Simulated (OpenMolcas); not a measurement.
# CCSD[T]/MIDI run of CH5BO (SMILES BOC)

Aim: the vertical ionisation energy of CH5BO at CCSD[T]/MIDI, from 2 runs. 

Program for the calculation: OpenMolcas 26.06.

5 further runs of the same task are left out: 5 set aside as unsound or not needed.

### 1 The structure to begin with

CH5BO has 8 atoms, charge 0, and is taken as a singlet. As SMILES, `BOC`. Geometry: relaxed at GFN2-xTB.

Bond lengths: B1–O2 1.320 Å, O2–C3 1.404 Å, B1–H4 1.183 Å, B1–H5 1.171 Å, C3–H6 1.093 Å, C3–H7 1.092 Å, C3–H8 1.093 Å. Angles: B1–O2–C3 124.9°, O2–B1–H4 122.5°, O2–B1–H5 115.4°, O2–C3–H6 111.9°, O2–C3–H7 108.7°, O2–C3–H8 108.7°, H4–B1–H5 122.1°, H6–C3–H7 109.4°, H6–C3–H8 109.4°, H7–C3–H8 108.7°.

### 2 A single-point energy at CCSD[T]/MIDI

File geom.xyz:

```xyz
8

B     -0.647920     0.834490    -0.842570
O      0.474800     0.419200    -0.286530
C      0.570570    -0.626490     0.645910
H     -1.697280     0.348320    -0.594160
H     -0.535790     1.722180    -1.598360
H     -0.404920    -1.072170     0.859250
H      1.239620    -1.391500     0.245670
H      1.000930    -0.234040     1.570780
```

File calc.inp:

```
* CH5BO CCSD[T]
>>> EXPORT MOLCAS_PRINT=2
&gateway
baslib=$CurrDir
coord=geom.xyz
basis=MIDI
group=NoSym
&seward
&scf
prorbitals=1
&rasscf
fileorb=$Project.ScfOrb
spin=1
nactel=0 0 0
inactive=12
ras2=0
outorbitals=Canonical
orblisting=Few
&motra
jobiph
frozen=3
&ccsdt
cct
triples=1
iterations=50
extrapolation=5 4
```

The basis set MIDI is read from a file made from the Basis Set Exchange's data (not shown).

The run is started by

```
$ export MOLCAS_MEM=1860
$ pymolcas calc.inp > calc.log
```

The program printed:

```text
--- Start Module: gateway ---
[...]
--- Stop Module: gateway /rc=_RC_ALL_IS_WELL_ ---
[...]
      Basis functions           37
[...]
       Convergence after  10 Iterations
[...]
::    Total SCF energy                               -139.5075371849
[...]
      Total spin, S                                     0.0000000000
[...]
      Number of active orbitals                  0
[...]
      Spin quantum number                      0.0
[...]
      Active orbitals                            0
[...]
      Number of CSFs                             1
[...]
      Number of root(s) required                 1
[...]
      Convergence after  4 iterations
[...]
      Natural orbitals and occupation numbers for root  1
      ************************************************************************************************************************
      *                                                    Final results                                                     *
      ************************************************************************************************************************
[...]
::    RASSCF root number  1 Total energy:   -139.50753718
[...]
      Total electronic charge=   24.000000
      Total            charge=   -0.000000
[...]
      Dipole Moment (debye):
      Origin of the operator (angstrom)=    0.1568    0.1758   -0.1276
                   X= -1.4990E-01               Y= -1.6296E+00               Z=  1.3967E+00           Total=  2.1515E+00
      Quadrupole Moment (debye*angstrom):
[...]
--- Start Module: motra ---
[...]
      *** WARNING: Default frozen orbitals is overwritten by user input.
      *** Default values:   3
[...]
--- Stop Module: motra /rc=_RC_ALL_IS_WELL_ ---
--- Start Module: ccsdt ---
[...]
      Convergence after                    14  Iterations
      Total energy (diff) :    -139.79952763      -0.00000002
[...]
       CCSD     =      -139.7995276306957
[...]
--- Stop Module: ccsdt /rc=_RC_ALL_IS_WELL_ ---
[...]
```

Wall time 3 s (1 thread of Arm Neoverse V2, shared host); peak memory 0.37 GiB.

### 3 The doublet cation

geom.xyz is that of step 2.

File calc.inp:

```
&GATEWAY
 BasLib=$CurrDir
 Coord=geom.xyz
 Basis=MIDI
 Group=NoSym

&SEWARD

&SCF
 UHF
 Charge=1
 Spin=2
 PrOrbitals=1

&RASSCF
 FileOrb=$Project.UnaOrb
 Spin=2
 Nactel=1 0 0
 Inactive=11
 Ras2=1
 OutOrbitals=Canonical
 OrbListing=Few

&MOTRA
 JobIph
 Frozen=3

&CCSDT
 CCT
 Triples=1
 Iterations=50
 Extrapolation=5 4
```

The basis set MIDI is read from a file made from the Basis Set Exchange's data (not shown).

The run is started by

```
$ export MOLCAS_MEM=1860
$ pymolcas calc.inp > calc.log
```

The program printed:

```text
--- Start Module: gateway ---
[...]
--- Stop Module: gateway /rc=_RC_ALL_IS_WELL_ ---
[...]
      Basis functions           37
[...]
       Convergence after  63 Iterations
[...]
::    Total SCF energy                               -139.1219030122
[...]
      Total spin, S                                     0.5083444589
[...]
      Number of active orbitals                  1
[...]
      Spin quantum number                      0.5
[...]
      Active orbitals                            1
[...]
      Number of CSFs                             1
[...]
      Number of root(s) required                 1
[...]
      Convergence after 12 iterations
[...]
      printout of CI-coefficients larger than  0.05 for root  1
      energy=    -139.116964
      conf/sym  1     Coeff  Weight
             1  u   1.00000 1.00000
      Natural orbitals and occupation numbers for root  1
      sym 1:   1.000000
      ************************************************************************************************************************
      *                                                    Final results                                                     *
[...]
::    RASSCF root number  1 Total energy:   -139.11696433
[...]
      Total electronic charge=   23.000000
      Total            charge=    1.000000
[...]
      Dipole Moment (debye):
      Origin of the operator (angstrom)=    0.1568    0.1758   -0.1276
                   X= -7.5006E-01               Y= -9.4032E-01               Z=  6.8983E-01           Total=  1.3866E+00
      Center of Charge (angstrom)
[...]
--- Start Module: motra ---
[...]
      *** WARNING: Default frozen orbitals is overwritten by user input.
      *** Default values:   3
[...]
--- Stop Module: motra /rc=_RC_ALL_IS_WELL_ ---
--- Start Module: ccsdt ---
[...]
      Convergence after                    20  Iterations
      Total energy (diff) :    -139.40459890      -0.00000006
[...]
       CCSD     =      -139.4045989044872
[...]
--- Stop Module: ccsdt /rc=_RC_ALL_IS_WELL_ ---
[...]
```

Wall time 5.1 s (1 thread of Arm Neoverse V2, shared host); peak memory 0.37 GiB.

### 4 What came out

Level: CCSD[T]/MIDI, 3 core orbitals frozen.

| quantity | value |
| --- | --- |
| singlet CH5BO: total energy | -139.80772 Eh |
| singlet CH5BO: dipole moment (mean-field density) | 2.15 D |
| singlet CH5BO: HOMO energy (Hartree–Fock orbitals) | -11.99 eV |
| singlet CH5BO: LUMO energy (Hartree–Fock orbitals) | 4.06 eV |
| singlet CH5BO: HOMO–LUMO gap (Hartree–Fock orbitals) | 16.05 eV |
| singlet CH5BO: correlation energy (3 core orbitals frozen) | -300.2 mEh |
| doublet cation: total energy | -139.41482 Eh |
| vertical ionisation energy (to the doublet cation) | 10.691 eV |

In words: Removing an electron at fixed nuclei costs 10.69 eV (1032 kJ/mol).
